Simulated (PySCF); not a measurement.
## Computed and reference excited states of `P#P` (P2)

Published values to compare with (the computed states carry no symmetry labels, so the two lists aren't matched line by line):

```
  state  E (eV)  f                                        kind of transition  source
  a 3Σ+    2.33     Te (adiabatic, minimum to minimum, no zero-point energy)     [1]
b' 3Σu-    3.53     Te (adiabatic, minimum to minimum, no zero-point energy)     [1]
  A 1Πg    4.28     Te (adiabatic, minimum to minimum, no zero-point energy)     [1]
 C 1Σu+    5.82     Te (adiabatic, minimum to minimum, no zero-point energy)     [1]
 c 3Πu0    5.84     Te (adiabatic, minimum to minimum, no zero-point energy)     [1]
 c 3Πu1    5.85     Te (adiabatic, minimum to minimum, no zero-point energy)     [1]
 c 3Πu2    5.85     Te (adiabatic, minimum to minimum, no zero-point energy)     [1]
  B 1Πu    6.30     Te (adiabatic, minimum to minimum, no zero-point energy)     [1]
  E 1Πu    7.37     Te (adiabatic, minimum to minimum, no zero-point energy)     [1]
 G 1Σu+    8.22     Te (adiabatic, minimum to minimum, no zero-point energy)     [1]
  K 1Πu    8.96     Te (adiabatic, minimum to minimum, no zero-point energy)     [1]
 M 1Σu+    9.07     Te (adiabatic, minimum to minimum, no zero-point energy)     [1]
 N 1Σu+    9.58     Te (adiabatic, minimum to minimum, no zero-point energy)     [1]
```

[1] measured, gas; Huber, Herzberg, Constants of Diatomic Molecules, NIST Chemistry WebBook

Species: P₂.
Structure used (PBE0-D3(BJ)/def2-TZVP), in Å, numbered top down from 1:
```xyz
2
P2 angstrom
P     -0.8583   -0.3653    0.0959
P      0.8758    0.3365   -0.1080
```

Level of theory: PySCF 2.14.0, density-fitted response routines, TDDFT CAM-B3LYP/aug-cc-pVTZ, vertical, gas phase, core orbitals frozen in the response. Geometry: PBE0-D3(BJ)/def2-TZVP; no solvent, vibrations or thermal averaging.

Computed singlets: 3.40 eV (f 0.000); 3.79 eV (f 0.000 summed over 2 states); 4.32 eV (f 0.000 summed over 2 states); 6.23 eV (f 0.288); 7.47 eV (f 0.345 summed over 2 states); 7.58 eV (f 0.000 summed over 2 states). Computed triplets (Tamm–Dancoff): 2.58, 2.93, 2.93 eV.

Adiabatic (Te) and 0-0 energies refer to the relaxed excited state and aren't the vertical quantity computed here.

The run took 3.2 s wall on Arm Neoverse N1, one thread, no GPU, shared host, and the process peaked at 0.34 GiB of memory.
